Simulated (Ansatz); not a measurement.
## A basis-limit estimate, worked out

The pair of H₃O⁺ (SMILES [OH3+], atoms 1–4) and H₂O₂ (SMILES OO, atoms 5–8), both closed shells, in one local arrangement (a lower one may exist), relaxed at PBE0-D4/def2-TZVP:

```json
{"atom": "O1", "x (Å)": "-0.0853", "y (Å)": "-0.3347", "z (Å)": "-1.4586"}
{"atom": "H2", "x (Å)": "0.8095", "y (Å)": "-0.1217", "z (Å)": "-1.7619"}
{"atom": "H3", "x (Å)": "-0.7420", "y (Å)": "0.0845", "z (Å)": "-2.0336"}
{"atom": "H4", "x (Å)": "-0.2633", "y (Å)": "-0.2468", "z (Å)": "-0.3283"}
{"atom": "O5", "x (Å)": "-0.4309", "y (Å)": "-0.1343", "z (Å)": "0.9160"}
{"atom": "O6", "x (Å)": "0.7609", "y (Å)": "0.4994", "z (Å)": "1.3569"}
{"atom": "H7", "x (Å)": "-0.4574", "y (Å)": "-0.9727", "z (Å)": "1.4112"}
{"atom": "H8", "x (Å)": "0.4085", "y (Å)": "1.2262", "z (Å)": "1.8981"}
```

Both fragments are computed in the basis of the whole pair.

Ansatz 0.2.0; basis: def2-TZVPPD and def2-QZVPPD; cores frozen in the correlated methods.

Energies in eV:

| quantity | pair | first fragment | second fragment |
| --- | --- | --- | --- |
| Hartree–Fock, triple zeta (X = 3) | -6183.27274 | -2076.77932 | -4104.73240 |
| Hartree–Fock, quadruple zeta (X = 4) | -6183.52944 | -2076.86888 | -4104.89755 |
| MP2 correlation, X = 3 | -20.72431 | -7.09333 | -13.55693 |
| MP2 correlation, X = 4 | -22.27203 | -7.61349 | -14.56042 |
| CCSD(T) correlation, X = 3 | -21.84774 | -7.51298 | -14.27539 |

Task: Work out the interaction energy at the basis limit: extrapolate Hartree–Fock as E(X) = E∞ + A exp(−7.88 √X) and the MP2 correlation as E(X) = E∞ + B X^−2.97 (the exponents that Neese and Valeev fitted for def2-TZVPP and QZVPP, reused here for the diffuse sets), then add CCSD(T) − MP2 in triple zeta.

Result: Each step is linear, so take the differences first (pair − first fragment − second fragment): Hartree–Fock -1.76102 (X = 3) and -1.76301 (X = 4); MP2 correlation -0.07405 and -0.09812; CCSD(T) correlation -0.05937.
Two points give E∞ = E(4) + w [E(4) − E(3)], with w = 1/(exp(7.88 (2 − √3)) − 1) = 0.1377 for Hartree–Fock and w = 1/((4/3)^2.97 − 1) = 0.7407 for the correlation.
Hartree–Fock: -1.76301 + 0.1377 × (-0.00199) = -1.7633 eV.
MP2 correlation: -0.09812 + 0.7407 × (-0.02407) = -0.1159 eV.
CCSD(T) − MP2: -0.05937 − (-0.07405) = 0.0147 eV.
Sum: -1.7633 + (-0.1159) + 0.0147 = -1.8645 eV, or -43.00 kcal/mol. Plain CCSD(T) in triple zeta gives -1.8204 eV, so the larger basis shifts the result by -0.0441 eV.

No T1 diagnostic of these runs exceeds 0.013.

For scale, one of the runs: CCSD(T)/def2-TZVPPD, 205 basis functions, launched by `ansatz run in.yaml --threads 2 --pin off --events-out ev --progress --plain --max-ram 5222MiB`. Hardware: 2 CPU threads, shared host. Wall time 25 s; peak host memory 2.8 GiB.
